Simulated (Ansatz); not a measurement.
System: corundum Cr2O3. Method: PBE+U in Ansatz (PAW).

Numerical settings: plane-wave cutoff 520 eV, 8×8×8 k mesh, U_eff Cr 3.7 eV, perturbation theory, spin-polarised with opposed moments, scalar-relativistic PAW data made under PBE.

Cell (relaxed at this level):

```xyz
10
Lattice="2.5207 1.4553 4.5852 -2.5207 1.4553 4.5852 0.0000 -2.9107 4.5852" Properties=species:S:1:pos:R:3 pbc="T T T"
Cr     0.0000     0.0000    11.6674
Cr     0.0000     0.0000     4.7896
Cr     0.0000     0.0000     2.0883
Cr     0.0000     0.0000     8.9662
O      0.9926    -1.4553     5.7316
O     -1.7567    -0.1320     5.7316
O     -0.9926     1.4553     8.0242
O     -0.7640    -1.5873     8.0242
O      1.7567     0.1320     8.0242
O      0.7640     1.5873     5.7316
```

Predict the high-frequency dielectric constant (mean over three axes) and dielectric constant ε0 (ions relaxed) (mean over three axes).


- high-frequency dielectric constant (mean over three axes) = 6.13
- dielectric constant ε0 (ions relaxed) (mean over three axes) = 11.0

Measured, for comparison: static dielectric constant 12.8 (temperature not stated, not corrected to a static lattice, polycrystalline average of the tensor's eigenvalues; as tabulated in Petousis et al. (2017), doi:10.1038/sdata.2016.134). Computed (rounded) less measured: static dielectric constant -14 %.

Ansatz is an electronic-structure program.
